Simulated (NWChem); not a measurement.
**BH2SCl (SMILES SBCl) at 3 levels**

Wanted: a comparison of 3 runs (PBE/def2-SVP, PBE/def2-TZVP, PBE/def2-TZVPP) of BH2SCl. 

Program for the calculation: NWChem 7.3.0.

1 further run of the same task is left out (it didn't finish).

## Step 1: The molecule

BH2SCl has 5 atoms, charge 0, and is taken as a singlet. SMILES: `SBCl`. The shape is that of a PBE0-D4/def2-TZVP optimisation. This is one conformer, not always the lowest.

Bond lengths: S1–B2 1.779 Å, B2–Cl3 1.745 Å, S1–H4 1.343 Å, B2–H5 1.189 Å. Angles: S1–B2–Cl3 118.6°, S1–B2–H5 122.1°, Cl3–B2–H5 119.3°, B2–S1–H4 96.0°.

## Step 2: The response to a field at PBE/def2-SVP (run 1)

geom.nw

```
start geom
title "BClH2S"
memory 2200 mb
charge 0
geometry units bohr noautosym nocenter noautoz
  S  -2.44625047 -0.01662959 -0.61132640
  B   0.76137066 -0.41158235  0.31123789
  Cl  1.67939961 -3.28604476  1.64198303
  H  -2.18754696  2.35875615 -1.46850617
  H   2.28732450  1.21584979  0.04856596
end
basis spherical bse
  * library def2-SVP
end
dft
  xc xpbe96 cpbe96
  grid fine
  convergence energy 1e-08
  maxiter 100
  mulliken
  print low
end
property
  response 1 0
end
task dft property
```

On the command line:

```
nwchem geom.nw > geom.out
```

The log of the run:

```text
[...]
 d= 0,ls=0.0,diis     1   -883.7589548696 -1.00D+03  1.86D-02  4.39D-01     0.7
[...]
 d= 0,ls=0.0,diis    10   -883.8120721202 -8.63D-09  8.82D-07  3.09D-09     5.1
         Total DFT energy =     -883.812072120233
      One electron energy =    -1449.990662635475
           Coulomb energy =      508.522764401126
    Exchange-Corr. energy =      -58.323605318861
 Nuclear repulsion energy =      115.979431432977
[...]
      Total Density - Mulliken Population Analysis
     ---------------------------------------------
    Atom       Charge   Shell Charges
 -----------   ------   -------------------------------------------------------
    1 S   16    16.00   2.00  1.98  1.27  0.56  5.92  1.85  2.37  0.05
    2 B    5     5.08   1.99  0.85  0.12  1.58  0.46  0.09
    3 Cl  17    17.03   2.00  1.98  1.28  0.65  5.93  2.18  2.99  0.02
    4 H    1     0.91   0.71  0.16  0.03
    5 H    1     0.98   0.74  0.23  0.01
[...]
 Anisotropic =      27.9761931
[...]
```

Wall time 21 s (1 thread of AMD EPYC 7B13 (Zen 3), shared host); peak memory 0.11 GiB.

## Step 3: The polarisability at PBE/def2-TZVP (run 2)

bclh2s.nw

```
start bclh2s
memory total 2200 mb

geometry units angstroms noautosym nocenter noautoz
S     -1.294500    -0.008800    -0.323500
B      0.402900    -0.217800     0.164700
Cl     0.888700    -1.738900     0.868900
H     -1.157600     1.248200    -0.777100
H      1.210400     0.643400     0.025700
end

basis spherical bse
* library def2-TZVP
end

dft
xc xpbe96 cpbe96
grid fine
convergence energy 1e-08
maxiter 100
mulliken
noprint "final vectors analysis"
end

property
response 1 0
end

task dft property
```

On the command line:

```
nwchem bclh2s.nw > bclh2s.out
```

The log of the run:

```text
[...]
          Wavefunction type:  closed shell.
          No. of atoms     :     5
          No. of electrons :    40
[...]
          Charge           :     0
          Spin multiplicity:     1
[...]
          AO basis - number of functions:   117
[...]
              XC Information
              --------------
          PerdewBurkeErnzerhof Exchange Functional  1.000
            Perdew 1991 LDA Correlation Functional  1.000 local
           PerdewBurkeErnz. Correlation Functional  1.000 non-local
[...]
 d= 0,ls=0.0,diis     1   -884.0764829183 -1.00D+03  6.27D-03  1.36D+00     3.1
[...]
 d= 0,ls=0.0,diis    11   -884.1372721104 -3.21D-09  1.80D-07  7.44D-10    27.5
         Total DFT energy =     -884.137272110369
      One electron energy =    -1450.555140693094
           Coulomb energy =      508.789985049153
    Exchange-Corr. energy =      -58.351556338992
 Nuclear repulsion energy =      115.979439872563
[...]
      Total Density - Mulliken Population Analysis
     ---------------------------------------------
    Atom       Charge   Shell Charges
 -----------   ------   -------------------------------------------------------
    1 S   16    16.14   2.01  0.47  1.49  1.12  0.72  4.19  1.66  0.96  2.38  1.05  0.03  0.06  0.01
    2 B    5     4.93   0.91  1.06  0.53  0.46  0.04  0.98  0.67  0.12  0.04  0.09  0.01
    3 Cl  17    17.12   2.01  0.43  1.52  1.15  0.78  4.19  1.66  1.14  2.82  1.36  0.01  0.03  0.00
    4 H    1     0.84   0.24  0.46  0.11  0.02
    5 H    1     0.97   0.26  0.50  0.20  0.01
[...]
 Anisotropic =      28.0757854
[...]
```

Run time: 2.1 min. Hardware: 1 thread of AMD EPYC 7B13 (Zen 3), shared host; peak memory 0.12 GiB.

## Step 4: The polarisability at PBE/def2-TZVPP (run 3)

bclh2s.nw

```
start bclh2s
title "BClH2S"
memory 2200 mb

geometry noautosym nocenter noautoz
S       -1.294500      -0.008800      -0.323500
B        0.402900      -0.217800       0.164700
Cl       0.888700      -1.738900       0.868900
H       -1.157600       1.248200      -0.777100
H        1.210400       0.643400       0.025700
end

basis spherical bse
* library def2-TZVPP
end

dft
xc xpbe96 cpbe96
grid fine
convergence energy 1e-08
iterations 100
mulliken
noprint "final vectors analysis"
end

property
response 1 0
end

task dft property
```

On the command line:

```
nwchem bclh2s.nw > bclh2s.out
```

The log of the run:

```text
[...]
          Wavefunction type:  closed shell.
          No. of atoms     :     5
          No. of electrons :    40
[...]
          Charge           :     0
          Spin multiplicity:     1
[...]
          AO basis - number of functions:   143
[...]
              XC Information
              --------------
          PerdewBurkeErnzerhof Exchange Functional  1.000
            Perdew 1991 LDA Correlation Functional  1.000 local
           PerdewBurkeErnz. Correlation Functional  1.000 non-local
[...]
 d= 0,ls=0.0,diis     1   -884.0773461253 -1.00D+03  5.12D-03  1.37D+00     4.1
[...]
 d= 0,ls=0.0,diis    11   -884.1381369471 -2.22D-09  9.67D-08  3.50D-10    39.4
         Total DFT energy =     -884.138136947087
      One electron energy =    -1450.554826864006
           Coulomb energy =      508.788594406189
    Exchange-Corr. energy =      -58.351344361833
 Nuclear repulsion energy =      115.979439872563
[...]
      Total Density - Mulliken Population Analysis
     ---------------------------------------------
    Atom       Charge   Shell Charges
 -----------   ------   -------------------------------------------------------
    1 S   16    16.11   2.01  0.47  1.49  1.12  0.71  4.19  1.66  0.96  2.36  1.04  0.00  0.03  0.06  0.01
    2 B    5     4.92   0.91  1.06  0.54  0.45  0.04  0.98  0.68  0.12  0.04  0.09  0.01
    3 Cl  17    17.12   2.01  0.43  1.52  1.15  0.78  4.19  1.66  1.14  2.82  1.36  0.00  0.01  0.03  0.00
    4 H    1     0.88   0.24  0.46  0.12  0.01  0.04  0.00
    5 H    1     0.98   0.26  0.49  0.21  0.00  0.01  0.00
[...]
 Anisotropic =      28.0699535
[...]
```

Run time: 2.8 min. Hardware: 1 thread of AMD EPYC 7B13 (Zen 3), shared host; peak memory 0.12 GiB.

## Step 5: Overview of the runs

```csv
run,level,energy (Eh),mean polarisability (bohr³),wall time
1,PBE/def2-SVP,-883.812072,37.3,21 s
2,PBE/def2-TZVP,-884.137272,46.4,2.1 min
3,PBE/def2-TZVPP,-884.138137,46.7,2.8 min
```

## Step 6: What came out

```
                         quantity          value
              run 3: total energy  -884.13814 Eh
             run 3: dipole moment         1.45 D
run 3: mean static polarisability     46.7 bohr³
```

What this shows: Over the runs the total energy spans 8.873 eV. All runs together took 5.3 min, the longest 2.8 min.
